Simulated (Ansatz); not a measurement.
System: CH4N, net charge -1, singlet state. It need not be the lowest isomer of its formula. Whether it binds its extra electron was not tested at this geometry. 
Structure (B3LYP-D3(BJ)/def2-TZVP (Ansatz, a program for electronic structure) minimum search):
SMILES: [CH2-]N
```xyz
6

C      0.0539     0.8008    -0.1018
N     -0.0720    -0.7052    -0.0853
H      0.2086    -1.1474     0.8011
H     -1.0512    -0.9432    -0.1940
H     -0.0943     1.2039     0.9288
H      1.1177     1.0182    -0.3277
```
Charge -1, spin multiplicity 1.

Parts of the frozen-core correlation energy in STO-3G (Ansatz, hartree). Frozen orbitals: 2; correlated occupied orbitals by spin: 7 and 7; virtual: 5 and 5. No spin-orbit coupling. No relativistic terms.

```tsv
term	value
reference (HF)	-93.16168
MP2 opposite-spin	-0.07560
MP2 same-spin	-0.00679
CCSD correlation	-0.11251
(T)	-0.00070
FCI minus CCSD(T)	-0.00029
T1 diagnostic	0.006
largest doubles amplitude	0.057
```
